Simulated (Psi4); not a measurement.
# [PO2]+ (SMILES O=[P+]=O): levels of theory compared

Aim: a comparison of 5 runs (PBE0/def2-SVP, B3LYP/6-31G*, MP2/def2-TZVP, EOM-CCSD/pcseg-1, EOM-CCSD/6-31G**) of [PO2]+. 

The results are computed with Psi4 1.11.

7 further runs of the same task are left out: 4 that didn't finish, 3 set aside as unsound or not needed.

### 1 The system as given

[PO2]+: 3 atoms, total charge +1, spin state singlet. SMILES: `O=[P+]=O`. The shape is that of a GFN2-xTB optimisation.

Bond lengths: O1–P2 1.407 Å, P2–O3 1.408 Å. Angles: O1–P2–O3 179.9°.

### 2 A single-point energy at PBE0/def2-SVP (run 1)

Input file o2p.xyz:

```xyz
3
O2P
O      0.792290     1.025900     0.548180
P      0.000230    -0.000210     0.000340
O     -0.792520    -1.025690    -0.548520
```

Input file calc.py:

```python
import psi4

psi4.set_memory('1600 MB')
psi4.set_num_threads(1)
psi4.set_output_file('output.dat', False)

with open('o2p.xyz') as f:
    atoms = ''.join(f.readlines()[2:])
mol = psi4.geometry('1 1\n' + atoms + 'symmetry c1')

options = {'reference': 'rks', 'puream': True, 'e_convergence': 1e-09, 'd_convergence': 1e-08, 'scf_type': 'pk', 'dft_radial_points': 99, 'dft_spherical_points': 590}
psi4.set_options(options)

result, w = psi4.energy('pbe0/def2-SVP', return_wfn=True)
print(f'total energy {result:.8f} hartree = {result * 27.211386:.5f} eV')
```

Command:

```console
$ python calc.py
```

output.dat:

```text
[...]
  Running in c1 symmetry.
[...]
  Nuclear repulsion =  102.269076955648416
[...]
  Multiplicity = 1
[...]
  Nalpha       = 15
  Nbeta        = 15
[...]
    Number of basis functions: 46
[...]
   @RKS iter   1:  -490.60831833817491    5.22675e-01   1.65130e-02 ADIIS/DIIS
[...]
   @RKS iter  10:  -490.85847715297615   -8.24230e-12   5.50093e-09 DIIS
[...]
    Orbital Energies [Eh]
    ---------------------
    Doubly Occupied:
       1A    -77.685380     2A    -19.610520     3A    -19.610363
       4A     -7.096868     5A     -5.236623     6A     -5.236623
       7A     -5.234730     8A     -1.446406     9A     -1.398511
      10A     -0.871463    11A     -0.787653    12A     -0.787652
      13A     -0.783888    14A     -0.719090    15A     -0.719090
[...]
  @RKS Final Energy:  -490.85847715297615
   => Energetics <=
    Nuclear Repulsion Energy =            102.2690769556484156
    One-Electron Energy =                -870.4073724666689031
    Two-Electron Energy =                 307.4108593367226945
    DFT Exchange-Correlation Energy =     -30.1310409786783673
    Empirical Dispersion Energy =           0.0000000000000000
    VV10 Nonlocal Energy =                  0.0000000000000000
    Total Energy =                       -490.8584771529761497
[...]
 Multipole Moments:
 ------------------------------------------------------------------------------------
     Multipole            Electronic (a.u.)      Nuclear  (a.u.)        Total (a.u.)
 ------------------------------------------------------------------------------------
 L = 1.  Multiply by 2.5417464519 to convert [e a0] to [Debye]
 Dipole X            :         -0.0013804            0.0002887           -0.0010917
 Dipole Y            :         -0.0007951            0.0001527           -0.0006424
 Dipole Z            :          0.0000000            0.0000000            0.0000000
 Magnitude           :                                                    0.0012667
[...]
```

The script printed:

```text
total energy -490.85847715 hartree = -13356.93949 eV
```

It took 4.2 s on 1 thread of AMD EPYC 9R45 (Zen 5), shared host; peak memory 0.4 GiB.

### 3 The energy at B3LYP/6-31G(d) (Cartesian functions) (run 2)

Input file o2p.in:

```
memory 1.6 GB

molecule m {
  1 1
  O      0.792290     1.025900     0.548180
  P      0.000230    -0.000210     0.000340
  O     -0.792520    -1.025690    -0.548520
  symmetry c1
  no_reorient
  no_com
}

set {
  puream               false
  e_convergence        1e-09
  d_convergence        1e-08
  scf_type             pk
  dft_radial_points    99
  dft_spherical_points 590
}

e_tot, wfn = energy('b3lyp/6-31G*', return_wfn=True)
oeprop(wfn, 'MAYER_INDICES', 'LOWDIN_CHARGES', 'QUADRUPOLE')
```

Command:

```console
$ psi4 -i o2p.in -o o2p.out -n 1
```

o2p.out:

```text
[...]
  Running in c1 symmetry.
[...]
  Nuclear repulsion =  102.269076955648416
[...]
  Multiplicity = 1
[...]
  Nalpha       = 15
  Nbeta        = 15
[...]
    Number of basis functions: 49
[...]
   @RKS iter   1:  -491.08795319087852    5.41312e-01   1.68035e-02 DIIS/ADIIS
[...]
   @RKS iter  10:  -491.36785045832545   -1.52340e-11   2.00971e-09 DIIS
[...]
    Orbital Energies [Eh]
    ---------------------
    Doubly Occupied:
       1A    -77.578242     2A    -19.555887     3A    -19.555869
       4A     -7.043678     5A     -5.206124     6A     -5.206124
       7A     -5.203392     8A     -1.430017     9A     -1.381802
      10A     -0.861096    11A     -0.771452    12A     -0.771452
      13A     -0.770477    14A     -0.703085    15A     -0.703085
[...]
  @RKS Final Energy:  -491.36785045832545
   => Energetics <=
    Nuclear Repulsion Energy =            102.2690769556484156
    One-Electron Energy =                -870.6696513366622412
    Two-Electron Energy =                 309.3951184136177517
    DFT Exchange-Correlation Energy =     -32.3623944909293542
    Empirical Dispersion Energy =           0.0000000000000000
    VV10 Nonlocal Energy =                  0.0000000000000000
    Total Energy =                       -491.3678504583254494
[...]
 Multipole Moments:
 ------------------------------------------------------------------------------------
     Multipole            Electronic (a.u.)      Nuclear  (a.u.)        Total (a.u.)
 ------------------------------------------------------------------------------------
 L = 1.  Multiply by 2.5417464519 to convert [e a0] to [Debye]
 Dipole X            :         -0.0023945            0.0030425            0.0006479
 Dipole Y            :          0.0021043           -0.0027779           -0.0006736
 Dipole Z            :         -0.0035105            0.0044975            0.0009870
 Magnitude           :                                                    0.0013593
 L = 2.  Multiply by 1.3450342976 to convert [e a0^2] to [Debye ang]
 Quadrupole XX       :        -49.5819541           35.8766741          -13.7052800
 Quadrupole XY       :        -47.3495671           46.4435568           -0.9060104
[...]
```

It took 4.5 s on 1 thread of AMD EPYC 9R45 (Zen 5), shared host; peak memory 0.43 GiB.

Run 3 isn't shown in full; the table further down has it.

### 4 The vertical excitations at EOM-CCSD/pcseg-1 (run 4)

Input file o2p.py:

```python
import psi4

psi4.set_memory('1600 MB')
psi4.set_num_threads(1)
psi4.core.set_output_file('output.dat', False)

molecule = psi4.geometry("""
1 1
O      0.792290     1.025900     0.548180
P      0.000230    -0.000210     0.000340
O     -0.792520    -1.025690    -0.548520
symmetry c1
""")

psi4.set_options({
    'basis': 'pcseg-1',
    'scf_type': 'pk',
    'roots_per_irrep': [1],
})

result = psi4.energy("eom-ccsd", molecule=molecule)
print(f'total energy {result:.8f} hartree = {result * 27.211386:.5f} eV')
```

Command:

```console
$ python o2p.py
```

output.dat:

```text
[...]
  Running in c1 symmetry.
[...]
  Nuclear repulsion =  102.269076955648416
[...]
  Multiplicity = 1
[...]
  Nalpha       = 15
  Nbeta        = 15
[...]
    Number of basis functions: 46
[...]
   @RHF iter   1:  -489.79976978392358    6.62280e-02   1.30757e-02 ADIIS/DIIS
[...]
   @RHF iter  11:  -489.96806182736083   -6.82121e-13   4.30945e-09 DIIS
[...]
    Orbital Energies [Eh]
    ---------------------
    Doubly Occupied:
       1A    -80.451701     2A    -20.944849     3A    -20.944840
       4A     -8.003206     5A     -5.909687     6A     -5.907320
       7A     -5.907320     8A     -1.777414     9A     -1.724138
      10A     -1.065970    11A     -0.956971    12A     -0.947176
      13A     -0.947176    14A     -0.872651    15A     -0.872651
[...]
  @RHF Final Energy:  -489.96806182736083
   => Energetics <=
    Nuclear Repulsion Energy =            102.2690769556484156
    One-Electron Energy =                -870.0081364611019126
    Two-Electron Energy =                 277.7709976780926695
    Total Energy =                       -489.9680618273608275
[...]
 Multipole Moments:
 ------------------------------------------------------------------------------------
     Multipole            Electronic (a.u.)      Nuclear  (a.u.)        Total (a.u.)
 ------------------------------------------------------------------------------------
 L = 1.  Multiply by 2.5417464519 to convert [e a0] to [Debye]
 Dipole X            :         -0.0017693            0.0002887           -0.0014806
 Dipole Y            :         -0.0009047            0.0001527           -0.0007519
 Dipole Z            :          0.0000000            0.0000000            0.0000000
 Magnitude           :                                                    0.0016606
[...]
      * MP2 total energy                      = -490.477299024936485
[...]
      * CCSD total energy                     = -490.465483964640896
[...]
                     Excitation Energy              Total Energy
[...]
```

The script printed:

```text
total energy -490.28527339 hartree = -13341.34182 eV
```

Run time: 7.5 s. Hardware: 1 thread of AMD EPYC 9R45 (Zen 5), shared host; peak memory 0.33 GiB.

### 5 The vertical excitations at EOM-CCSD/6-31G(d,p) (DKH3, Cartesian functions) (run 5)

o2p.xyz is that of step 2.

Input file job.py:

```python
import psi4

psi4.set_memory('1600 MB')
psi4.set_num_threads(1)
psi4.core.set_output_file('run.log', False)

with open('o2p.xyz') as f:
    atoms = ''.join(f.readlines()[2:])
geom = psi4.geometry('1 1\n' + atoms + 'symmetry c1')

psi4.set_options({
    'basis': '6-31G**',
    'scf_type': 'pk',
    'roots_per_irrep': [1],
    'relativistic': 'dkh',
    'dkh_order': 3,
})

energy_value = psi4.properties('eom-ccsd', properties=['oscillator_strength'], molecule=geom)
print(f'eom-ccsd energy: {energy_value:.10f} Eh')
for k, v in sorted(psi4.core.scalar_variables().items()):
    print(f'{k:45s} {v:18.10f}')
```

Command:

```console
$ python job.py
```

run.log:

```text
[...]
  Running in c1 symmetry.
[...]
  Nuclear repulsion =  102.269076955648416
[...]
  Multiplicity = 1
[...]
  Nalpha       = 15
  Nbeta        = 15
[...]
    Number of basis functions: 49
[...]
   @RHF iter   1:  -490.67381847965754    3.62344e-02   1.19859e-02 DIIS/ADIIS
[...]
   @RHF iter  14:  -490.83640093893888   -1.70530e-13   6.40976e-11 DIIS
[...]
    Orbital Energies [Eh]
    ---------------------
    Doubly Occupied:
       1A    -80.702768     2A    -20.992106     3A    -20.992084
       4A     -8.047681     5A     -5.910575     6A     -5.910575
       7A     -5.910569     8A     -1.771250     9A     -1.716694
      10A     -1.060825    11A     -0.947396    12A     -0.943365
      13A     -0.943365    14A     -0.866596    15A     -0.866596
[...]
  @RHF Final Energy:  -490.83640093893888
   => Energetics <=
    Nuclear Repulsion Energy =            102.2690769556484156
    One-Electron Energy =                -871.0460661091627799
    Two-Electron Energy =                 277.9405882145754845
    Total Energy =                       -490.8364009389388798
[...]
 Multipole Moments:
 ------------------------------------------------------------------------------------
     Multipole            Electronic (a.u.)      Nuclear  (a.u.)        Total (a.u.)
 ------------------------------------------------------------------------------------
 L = 1.  Multiply by 2.5417464519 to convert [e a0] to [Debye]
 Dipole X            :         -0.0016989            0.0002887           -0.0014103
 Dipole Y            :         -0.0009341            0.0001527           -0.0007814
 Dipole Z            :          0.0000000            0.0000000            0.0000000
 Magnitude           :                                                    0.0016123
[...]
      * MP2 total energy                      = -491.339325164339755
[...]
      * CCSD total energy                     = -491.329485770692884
[...]
                     Excitation Energy              Total Energy
[...]
	                   Ground State -> Excited State Transitions
	                   Excitation Energy          OS       RS        RS     Einstein A
[...]
```

Run time: 11 s. Hardware: 1 thread of AMD EPYC 9R45 (Zen 5), shared host; peak memory 0.34 GiB.

### 6 All runs side by side

| run | level | Cartesian functions | frozen core orbitals | energy (Eh) | HOMO energy (eV) | LUMO energy (eV) | HOMO–LUMO gap (eV) | wall time |
| --- | --- | --- | --- | --- | --- | --- | --- | --- |
| 1 | PBE0/def2-SVP | no | 0 | -490.858477 | -19.57 | -12.29 | 7.28 | 4.2 s |
| 2 | B3LYP/6-31G* (Cartesian functions) | yes | 0 | -491.367850 | -19.13 | -12.67 | 6.46 | 4.5 s |
| 3 | MP2/def2-TZVP | no | 7 | -490.751800 | -23.63 | -8.34 | 15.29 | 5.4 s |
| 4 | EOM-CCSD/pcseg-1 | no | 0 | -490.465484 | -23.75 | -8.33 | 15.42 | 7.5 s |
| 5 | EOM-CCSD/6-31G** (DKH3, Cartesian functions) | yes | 0 | -491.329486 | -23.58 | -8.28 | 15.30 | 11 s |

### 7 Results

```
                                    quantity          value
    run 5: ground-state or mean-field energy  -491.32949 Eh
  run 5: HOMO energy (Hartree–Fock orbitals)      -23.58 eV
  run 5: LUMO energy (Hartree–Fock orbitals)       -8.28 eV
run 5: HOMO–LUMO gap (Hartree–Fock orbitals)       15.30 eV
                        run 5: T1 diagnostic          0.019
             run 5: lowest excitation energy        4.72 eV
```

What this shows: Totals of different functionals can't be ranked against each other. Some runs of one species differ in core potentials or relativity; totals across that change don't compare. All runs together took 32 s, the longest 11 s.
